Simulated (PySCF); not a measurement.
C3H8O2, SMILES COCOC, point group C2.

Level: PBE0/pcSseg-1 in PySCF (density fitting, grid level 2); geometry and Hessian at that level, cubic constants and property derivatives from steps of ±0.6 along each species' dimensionless normal coordinates, second-order vibrational perturbation theory. The parent has the commonest isotopes.

Equilibrium geometry (Å):

```
atom        x        y        z
  C1  -1.6635  -0.8433  -0.1689
  O2  -0.4071  -0.9536  -0.7991
  C3   0.1254   0.2738  -1.1844
  O4   0.4698   1.0957  -0.1146
  C5   1.5467   0.5971   0.6470
  H6  -2.4040  -0.3813  -0.8409
  H7  -1.9890  -1.8575   0.0746
  H8  -1.6058  -0.2483   0.7520
  H9   1.0067   0.0292  -1.7961
 H10  -0.6005   0.8531  -1.7743
 H11   2.4550   0.5001   0.0315
 H12   1.7343   1.3187   1.4457
 H13   1.3143  -0.3816   1.0868
```

**Question.** Give the equilibrium and ground-state rotational constants (MHz) of parent; ¹³C at 1.

**Answer.** 
```tsv
species	Ae	Be	Ce	A0	B0	C0	Δ0 (u Å²)	harmonic ZPE (cm⁻¹)
parent	10394	3293.4	3088.7	10286	3268.7	3051.6	-38.134	25015
¹³C at 1	10305	3225.4	3024.5	10198	3201.2	2988.3	-38.309	24974
```

Δ0 = Ic − Ia − Ib from the ground-state constants.

**Question.** How is the parent's vibrational correction B0 − Be made up?

**Answer.** 
```csv
axis,harmonic,Coriolis,cubic,total (MHz)
a,28.8,-39.9,-97.3,-108
b,6,-3.97,-26.8,-24.7
c,3.8,-4.6,-36.4,-37.2
```

**Question.** And its quartic centrifugal distortion constants from the harmonic force field?

**Answer.** Asymmetric top, A reduction, Ir representation: ΔJ = 3.73 kHz, ΔJK = -27.9 kHz, ΔK = 94 kHz, δJ = 0.821 kHz, δK = 8.59 kHz.

A mode lies under 250 cm⁻¹, where this perturbation treatment is rough. Internal rotors are held in one well.
